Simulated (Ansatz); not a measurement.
**One shape, several levels: C2HF (fluoroacetylene)**

Aim: a comparison of 6 runs (HF/STO-3G, PBE0/STO-3G, UB3LYP/STO-3G, UPBE/STO-3G, UPBE0/STO-3G, MP2/STO-3G) of C2HF (fluoroacetylene). 

Program for the calculation: Ansatz 0.2.0.

49 further runs of the same task are left out: 5 that didn't finish, 44 set aside as unsound or not needed.

### Step 1. Starting point

C2HF has 4 atoms, charge 0, and is taken as a singlet. SMILES: `C#CF`. The H4–C1 distance was set to 1.329 Å, away from the relaxed value.

Bond lengths: C1–C2 1.192 Å, C2–F3 1.270 Å. Angles: C1–C2–F3 180.0°. A long bond or contact: C1–H4 1.329 Å.

### Step 2. The energy at HF/STO-3G (run 1)

The input, molecule.yaml:

```yaml
crystal:
  periodic: [false, false, false]
  atoms:
    - {symbol: C, position_ang: [-0.213057, 0.267174, -0.171284]}
    - {symbol: C, position_ang: [0.451243, -0.566776, 0.362746]}
    - {symbol: F, position_ang: [1.158573, -1.454946, 0.931236]}
    - {symbol: H, position_ang: [-0.952830, 1.196740, -0.765890]}
basis:
  gaussian: {orbitals: STO-3G}
hamiltonian: {xc: hf}
accuracy: high
```

Command:

```bash
ansatz run molecule.yaml --threads 1 --pin off --max-ram 3480MiB --events-out events.jsonl --progress --plain --runs-dir runs
```

Log:

```text
Warning: RAYON_NUM_THREADS=1 ignored (pool sized by the plan → 1); use --threads N
Functional definition: HF
  name "HF"
  exchange = exact_x
  correlation = 0
270 factors; integrals over basis functions are off by at most 4.6e-8 eV
mean field evaluation 1: about -4713.3546 eV, gradient 1.9e1 eV
mean field evaluation 2: about -4713.3912 eV, gradient 1.9e1 eV
mean field evaluation 4: about -4714.5500 eV, gradient 2.6e0 eV
mean field evaluation 8: about -4714.5783 eV, gradient 2.6e-2 eV
mean field -4714.57825900 eV, -173.2575553624 hartree, gradient 1.6e-8 eV, S^2 0.000000; 0 other end points of the search recorded, 0 dependent functions left out
reference -4714.57825900 eV, -173.2575553624 hartree; 11, 11 occupied and 5, 5 virtual orbitals, 270 factors
Total energy: -4714.57825900 eV, -173.2575553624 hartree
```

It took 0.12 s on 1 thread of Intel Xeon Platinum 8259CL at 2.50GHz (Skylake/Cascade Lake), shared host.

### Step 3. The energy at PBE0/STO-3G (run 2)

The input, job.yaml:

```yaml
basis:
  gaussian: {orbitals: STO-3G}
crystal:
  periodic: [false, false, false]
  atoms:
    - {symbol: C, position_ang: [-0.213057, 0.267174, -0.171284]}
    - {symbol: C, position_ang: [0.451243, -0.566776, 0.362746]}
    - {symbol: F, position_ang: [1.158573, -1.454946, 0.931236]}
    - {symbol: H, position_ang: [-0.952830, 1.196740, -0.765890]}
hamiltonian: {xc: {name: PBE0}}
accuracy: high
```

Command:

```bash
ansatz run job.yaml --threads 1 --pin off --max-ram 3480MiB --events-out events.jsonl --progress --plain --runs-dir runs
```

Log:

```text
Warning: RAYON_NUM_THREADS=1 ignored (pool sized by the plan → 1); use --threads N
Functional definition: PBE0
  name "PBE0"
  parameter a = 0.25
  parameter kappa = 0.804
  parameter beta = 0.06672455060314922
  exchange = (1 - a)*pbe_x(kappa = kappa, mu = beta*pi^2/3) + a*exact_x
  correlation = pbe_c(beta = beta)
270 factors; integrals over basis functions are off by at most 4.6e-8 eV
mean field evaluation 1: about -4731.9367 eV, gradient 2.1e1 eV
mean field evaluation 2: about -4727.8441 eV, gradient 4.4e1 eV
mean field evaluation 4: about -4733.1941 eV, gradient 8.0e-1 eV
mean field evaluation 8: about -4733.1275 eV, gradient 2.7e-3 eV
mean field evaluation 16: about -4733.1275 eV, gradient 2.1e-8 eV
mean field -4733.12754723 eV, -173.9392291317 hartree, gradient 2.1e-8 eV, S^2 0.000000; 0 other end points of the search recorded, 0 dependent functions left out
reference -4733.12754824 eV, -173.9392291686 hartree; 11, 11 occupied and 5, 5 virtual orbitals, 270 factors
Total energy: -4733.12754824 eV, -173.9392291686 hartree
```

It took 0.89 s on 1 thread of Intel Xeon Platinum 8259CL at 2.50GHz (Skylake/Cascade Lake), shared host; peak memory 0.1 GiB.

Runs 3 to 5 aren't shown in full; the table further down has their settings and results.

### Step 4. The energy at MP2/STO-3G (run 6)

The input, in.yaml:

```yaml
crystal:
  periodic: [false, false, false]
  atoms:
    - {symbol: C, position_ang: [-0.213057, 0.267174, -0.171284]}
    - {symbol: C, position_ang: [0.451243, -0.566776, 0.362746]}
    - {symbol: F, position_ang: [1.158573, -1.454946, 0.931236]}
    - {symbol: H, position_ang: [-0.952830, 1.196740, -0.765890]}
basis:
  gaussian:
    orbitals: STO-3G
magnetization:
  spin_polarized: false
  initial_magnetization: 0
correlation:
  method: mp2
  frozen_orbitals: {C: 1, F: 1, H: 0}
accuracy: high
```

Command:

```bash
ansatz run in.yaml --threads 1 --pin off --max-ram 3480MiB --events-out events.jsonl --progress --plain --runs-dir runs
```

Log:

```text
Warning: RAYON_NUM_THREADS=1 ignored (pool sized by the plan → 1); use --threads N
Functional definition: HF
  name "HF"
  exchange = exact_x
  correlation = 0
270 factors; integrals over basis functions are off by at most 4.6e-8 eV
mean field evaluation 1: about -4713.3546 eV, gradient 1.9e1 eV
mean field evaluation 2: about -4713.3912 eV, gradient 1.9e1 eV
mean field evaluation 4: about -4714.5500 eV, gradient 2.6e0 eV
mean field evaluation 8: about -4714.5783 eV, gradient 2.6e-2 eV
mean field -4714.57825900 eV, -173.2575553624 hartree, gradient 1.6e-8 eV, S^2 0.000000; 0 other end points of the search recorded, 0 dependent functions left out
3 core orbitals not correlated: weight in the atoms' cores, before any rotation towards them, 1.000 or more for the frozen orbitals, at most 0.000 for the correlated occupied ones
reference -4714.57825900 eV, -173.2575553624 hartree; 8, 8 occupied and 5, 5 virtual orbitals, 270 factors
second order -4.59052714 eV of doubles, -0.00000000 eV of singles
Total energy: -4719.16878614 eV, -173.4262541232 hartree
```

Wall time 0.12 s (1 thread of Intel Xeon Platinum 8259CL at 2.50GHz (Skylake/Cascade Lake), shared host).

### Step 5. The series

| run | level | frozen core orbitals | energy (Eh) | wall time |
| --- | --- | --- | --- | --- |
| 1 | HF/STO-3G | – | -173.257555 | 0.12 s |
| 2 | PBE0/STO-3G | – | -173.939229 | 0.89 s |
| 3 | UB3LYP/STO-3G | – | -174.095195 | 1.6 s |
| 4 | UPBE/STO-3G | – | -173.917272 | 1.9 s |
| 5 | UPBE0/STO-3G | – | -173.939229 | 1.6 s |
| 6 | MP2/STO-3G | 3 | -173.426254 | 0.12 s |

### Step 6. Results

| quantity | value |
| --- | --- |
| run 6: total energy | -173.42625 Eh |
| run 6: correlation energy (3 core orbitals frozen) | -168.7 mEh |

In words: Totals of different functionals can't be ranked against each other. In runs 1, 2, 3, 4, 5, 6 the basis is minimal, so the values are rough. All runs together took 6.2 s, the longest 1.9 s.
